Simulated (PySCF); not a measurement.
## CS2: calculation against experiment

**The experiment to reproduce.**

NIST CCCBDB Release 22 (SRD 101), experimental polarizabilities lists, for the gas: mean polarisability 8.749 Å³.

From Theoretical prediction of core-level binding energies: analysis of unexpected errors, J. Phys. Chem. A 2024 (PMC10860126), for the gas: C 1s binding energy of C2 293.1 eV.

From Vidal, Pokhilko, Krylov, Coriani, J. Phys. Chem. Lett. 2020, 11, 8314, for the gas: S 2p3/2 binding energy of S1/S3 169.98 eV.

Zheng, Zhang, Jin, Southworth, Cheng, Phys. Chem. Chem. Phys. 2022, 24, 13587 lists, for the gas: S 1s binding energy of S1/S3 2478.1 eV.

The results are set against them at the end.

Species: CS₂.
Atom-mapped SMILES: `[S:1]=[C:2]=[S:3]`

Cartesian coordinates in Å at the PBE0-D3(BJ)/def2-SVP level; atoms count from 1:
```xyz
3
CS2 angstrom
S     -1.560    0.123    0.007
C     -0.005    0.071   -0.007
S      1.549    0.019   -0.021
```

Runs made with PySCF (gas phase, on this PBE0-D3(BJ)/def2-SVP geometry; non-relativistic but for the core-level run):

```tsv
level	job	basis functions
B3LYP/def2-SVPD	10 singlets by full TDDFT, 4 Tamm–Dancoff triplets, polarisability, ΔSCF ions	74
PBE/def2-SVPD	10 singlets by full TDDFT, 4 Tamm–Dancoff triplets, polarisability, ΔSCF ions	74
PBE0/def2-SVPD	10 singlets by full TDDFT, 4 Tamm–Dancoff triplets, polarisability, ΔSCF ions	74
LC-wPBE/def2-SVPD	10 singlets by full TDDFT, 4 Tamm–Dancoff triplets, polarisability, ΔSCF ions	74
PBE0/6-31G*	10 singlets by full TDDFT, 4 Tamm–Dancoff triplets, polarisability	50
PBE0/aug-cc-pVDZ	10 singlets by full TDDFT, 4 Tamm–Dancoff triplets, polarisability	77
PBE0/def2-SVP	10 singlets by full TDDFT, 4 Tamm–Dancoff triplets, polarisability	50
PBE0/def2-TZVPD	10 singlets by full TDDFT, 4 Tamm–Dancoff triplets, polarisability	129
delta-SCF UKS SCAN, pcX-2 on the ionised atom, pcseg-1 elsewhere, spin-free X2C	ΔSCF core ionisation, 3 holes	92
```

All basis functions are spherical.

**Comparison with experiment**

**Mean polarisability.** Measured: 8.749 Å³ (NIST CCCBDB Release 22 (SRD 101), experimental polarizabilities).

| level | computed (Å³) | computed − measured (Å³) | % (from the printed values) |
| --- | --- | --- | --- |
| B3LYP/def2-SVPD | 8.147 | -0.602 | -7 |
| PBE/def2-SVPD | 8.165 | -0.584 | -7 |
| PBE0/def2-SVPD | 8.065 | -0.684 | -8 |
| LC-wPBE/def2-SVPD | 8.060 | -0.689 | -8 |
| PBE0/6-31G* | 6.219 | -2.530 | -29 |
| PBE0/aug-cc-pVDZ | 7.981 | -0.768 | -9 |
| PBE0/def2-SVP | 5.865 | -2.884 | -33 |
| PBE0/def2-TZVPD | 8.188 | -0.561 | -6 |

8 of the 16 levels run are shown, the closest and the furthest among them. Closest is PBE0/def2-TZVPD (-0.561 Å³), furthest PBE0/def2-SVP (-2.884 Å³); one molecule doesn't rank methods. All 16 levels lie below the measurement. The computed values are static and purely electronic, with core orbitals frozen in the response (1 au = 0.148185 Å³). The table of measured values doesn't say here whether a value is static or optical, or holds a vibrational part.

**Core binding energies.** PySCF 2.14.0, delta-SCF UKS SCAN, pcX-2 on the ionised atom, pcseg-1 elsewhere, spin-free X2C.

| level and atom | computed (eV) | measured (eV) | computed − measured (eV) |
| --- | --- | --- | --- |
| C 1s, C2 | 293.43 | 293.1 | +0.33 |
| S 2p3/2, S1/S3 | 170.17 | 169.98 | +0.19 |
| S 1s, S1/S3 | 2478.01 | 2478.1 | -0.09 |

Sources, in the order of the opening: Theoretical prediction of core-level binding energies: analysis of unexpected errors, J. Phys. Chem. A 2024 (PMC10860126); Vidal, Pokhilko, Krylov, Coriani, J. Phys. Chem. Lett. 2020, 11, 8314; Zheng, Zhang, Jin, Southworth, Cheng, Phys. Chem. Chem. Phys. 2022, 24, 13587. Against the first value of each row the mean signed difference is +0.14 eV and the largest in size +0.33 eV. The computed values are vertical, without vibrational structure; measured positions hang on the energy calibration. The first atom of each set that the bonding makes equivalent was ionised and stands for the set. The 2p values add to the ΔSCF energy of one spin-free hole a correction within the shell (spin–orbit coupling, ligand field).

No measured geometry was used, and the causes of the misses weren't examined.
